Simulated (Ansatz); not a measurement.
Reactions of C5H8O (`C=C1OC1(C)C`).

Calculated with Ansatz (gas phase, PBE0-D4/def2-TZVP geometries, no zero-point term in ΔE). CCSD(T)/CBS is the MP2 limit (def2-TZVPP, def2-QZVPP) plus CCSD(T) − MP2 in def2-TZVPP, frozen cores. This one scheme is used for every species, atoms too. DFT in def2-TZVPP. No spin–orbit coupling; open shells (•) take unrestricted orbitals. Spin–orbit coupling would lower the free atoms: a little for C, O. Each species was taken in one conformer, which may not be the lowest.

```tsv
reaction	r2SCAN-D4 (kcal/mol)	CCSD(T)/CBS(def2) (kcal/mol)
`C=C1OC1(C)C` → `C=CCC1CO1`	7.0	3.5
`C=C1OC1(C)C` → `C=C(C=O)CC`	-21.0	-24.4
`C=C1OC1(C)C` → `C=C(C)C(C)=O`	-27.1	-29.8
`C=C1OC1(C)C` → 5 C• + 8 H• + O•	1404.4	1393.4
`C=C1OC1(C)C` → `CC1C=COC1`	-17.3	-21.1
```

Largest T1 diagnostic: 0.013, for `C=C(C=O)CC`.
